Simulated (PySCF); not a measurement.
Al2O (singlet). All numbers come from PBE0 in PySCF with O def2-TZVP, Al def2-TZVP; no relativity; density-fitted integrals.

Harmonic bands of its minimum:

```tsv
ω (cm⁻¹)	IR (km/mol, summed over degenerate members)	degeneracy
101	0.5	2
513	0.0	1
1005	608	1
```

Question: The central atom is O. Infer the point group and assign the bands.

Answer: D∞h. The modes span πu + σg+ + σu+: 101 πu, 513 σg+, 1005 σu+. The computed geometry has O–Al 1.705 Å (×2); Al–O–Al 180.0°.

This need not be the most stable arrangement of these atoms.
